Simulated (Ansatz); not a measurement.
**SiN+ (singlet): from Hartree-Fock to the top rungs at distance Si1–N2 = 5.269 Å, 6-31G**

How much of the correlation energy of SiN+ (singlet) does each wave-function method recover here?

Computed with Ansatz 0.2.0, Gaussian basis. Level: 6-31G, core rule «outside noble gas», up to 6 orbitals frozen.

The runs, in order: UHF; CCSD(T) on RHF; BCCD(T) on RHF; CISD; CCSDT(Q) on RHF; CCSDT(Q) on UHF; CISDTQ; CCSDTQ on RHF; CCSDTQ on UHF; CASSCF and MRCISD+Q, 2 electrons in 2 orbitals; CASSCF and NEVPT2, 2 electrons in 2 orbitals; CASSCF and MRCISD+Q, 8 electrons in 8 orbitals; CASSCF and NEVPT2, 8 electrons in 8 orbitals; Full CI; Full CI in the symmetry of the determinant.

23 further runs of the same task are left out: 3 for a known fault of the program, 16 that didn't finish, 4 set aside as unsound or not needed.

**1. What is computed**

The geometry derives from a PBE0/def2-TZVP stationary point (not a proven minimum). One bond is set to the value named and the two fragments are kept rigid.

2 atoms, charge 1, spin multiplicity 1.

Atoms are counted from 1 here; the program's logs count them from 0.

No contacts short enough for the rule that draws bonds.

**2. UHF**

Input file in.yaml:

```yaml
crystal:
  periodic: [false, false, false]
  atoms:
    - {symbol: Si, position_ang: [0.000000, 0.000000, 0.000000]}
    - {symbol: N, position_ang: [0.000000, 0.000000, 5.269000]}
basis:
  gaussian: {orbitals: 6-31G}
total_charge: 1
magnetization: {spin_polarized: true, initial_magnetization: 0}
hamiltonian: {xc: hf}
output: {orbitals: {seedname: orbitals}}
```

Command:

```
> ansatz run in.yaml --threads 1 --pin off --events-out ev --progress --plain --max-ram 2393MiB
```

Further steps of the session: CCSD(T) on RHF; BCCD(T) on RHF; CISD; CCSDT(Q) on RHF; CCSDT(Q) on UHF; CISDTQ; CCSDTQ on RHF; CCSDTQ on UHF; CASSCF and MRCISD+Q, 2 electrons in 2 orbitals; CASSCF and NEVPT2, 2 electrons in 2 orbitals; CASSCF and MRCISD+Q, 8 electrons in 8 orbitals; CASSCF and NEVPT2, 8 electrons in 8 orbitals; Full CI; Full CI in the symmetry of the determinant.

**Question.** What will the summary of the whole plan be? Wanted: FCI below the RHF energy; RMP2 from FCI; RCCSD from FCI; RCCSD(T) from FCI; RCCSDT(Q) from FCI; T1 diagnostic; effectively unpaired electrons.

**Answer**, as computed:

| quantity | value |
| --- | --- |
| FCI below the RHF energy | -8.0124 eV |
| RMP2 from FCI | +83.1 kJ/mol |
| RCCSD from FCI | +43.0 kJ/mol |
| RCCSD(T) from FCI | -66.4 kJ/mol |
| RCCSDT(Q) from FCI | -10.2 kJ/mol |
| levels within 1 kcal/mol (43 meV) | RCCSDT, RCCSDTQ |
| T1 diagnostic | 0.115 |
| effectively unpaired electrons | 3.98 |

In words: RCCSD(T) misses by -66.4 kJ/mol, 8.6 % of the correlation energy. RCCSD(T), BCCD(T), RCCSDT(Q) fall below full CI, which methods that aren't variational can do. With 4.0 effectively unpaired electrons against 0 the state is strongly multireference. Coupled cluster took another determinant than the lowest Hartree-Fock one. These misses are within one basis, not against nature.
